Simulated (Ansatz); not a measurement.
**BSiH2 (quartet): wave-function methods side by side, cc-pVTZ**

An exercise on one series of results from a longer session: the logs are not shown, and one member is left open.

Computed with Ansatz 0.2.0, Gaussian basis. Level: cc-pVTZ, core rule «outside noble gas», up to 6 orbitals frozen.

Plan: UHF; CCSD(T) on ROHF; CCSD(T) on UHF; BCCD(T) on ROHF; CCSDT(Q) on ROHF; CCSDT(Q) on UHF; CASSCF and MRCISD+Q, 9 electrons in 10 orbitals; CASSCF and NEVPT2, 9 electrons in 10 orbitals.

3 further runs of the same task are left out: 3 set aside as unsound or not needed.

### The geometry

The geometry is a PBE0/def2-TZVP stationary point (not a proven minimum).

4 atoms, charge 0, spin multiplicity 4.

Atoms are counted from 1 here; the program's logs count them from 0.

Bond lengths: Si1–B2 1.915 Å, Si1–H3 1.512 Å, B2–H4 1.193 Å. Angles: B2–Si1–H3 126.7°, Si1–B2–H4 134.2°.

Set-up of the first run:

Input file in.yaml:

```yaml
crystal:
  periodic: [false, false, false]
  atoms:
    - {symbol: Si, position_ang: [0.000000, -0.047060, 0.551810]}
    - {symbol: B, position_ang: [0.000000, -0.060513, -1.363344]}
    - {symbol: H, position_ang: [0.000000, 1.171072, 1.447364]}
    - {symbol: H, position_ang: [0.000000, 0.789266, -2.200146]}
basis:
  gaussian: {orbitals: cc-pVTZ}
magnetization: {spin_polarized: true, initial_magnetization: 3}
hamiltonian: {xc: hf}
output: {orbitals: {seedname: orbitals}}
```

Command:

```sh
> ansatz run in.yaml --threads 1 --pin off --events-out ev --progress --plain --max-ram 4096MiB --backend cpu
```

Among the steps run: UHF; CCSD(T) on ROHF; CCSD(T) on UHF; BCCD(T) on ROHF; CCSDT(Q) on ROHF; CCSDT(Q) on UHF; CASSCF and MRCISD+Q, 9 electrons in 10 orbitals; CASSCF and NEVPT2, 9 electrons in 10 orbitals.

One of the session's tables, all rows but one given; the rest of the session is left out.

| method | from UCCSDT(Q) (kcal/mol) |
| --- | --- |
| ROHF | +126.83 |
| UHF | +124.18 |
| RMP2 | +26.08 |
| UMP2 | +26.50 |
| RCCSD | +5.99 |
| UCCSD | +5.88 |
| RCCSD(T) | +1.21 |
| UCCSD(T) | +1.20 |
| BCCD(T) | +1.17 |
| RCCSDT | ? |
| UCCSDT | +0.23 |
| RCCSDT(Q) | +0.04 |
| UCCSDT(Q) | 0 |
| CASSCF valence | +88.85 |
| NEVPT2 valence | +23.10 |
| MRCISD valence | +7.06 |
| MRCISD+Q valence | +1.32 |

Q: Estimate the row for RCCSDT from the others.

As computed: from UCCSDT(Q) (kcal/mol): +0.26. In the column «from UCCSDT(Q) (kcal/mol)» it lies between UCCSDT (+0.23) and BCCD(T) (+1.17).

Among the levels timed on like hardware and quicker than the yardstick, those that no quicker one beats, quickest first: BCCD(T) (5.5 s, +1.17 kcal/mol); RCCSDT(Q) (10 s, +0.04 kcal/mol).

With the free atoms at the same levels and basis (separate runs), the atomisation energy is 8.823 eV at UCCSDT(Q), 8.805 eV at RCCSD(T), 8.804 eV at UCCSD(T), 7.463 eV at ROHF.

Limits of these values: Of the multireference levels listed MRCISD+Q valence comes nearest in total energy (+1.32 kcal/mol), which doesn't show that its space is the better one. Restricted and unrestricted rows rest on different reference determinants; where their highest levels disagree by more than a few hundredths of an eV, they describe different states and don't form one ladder.
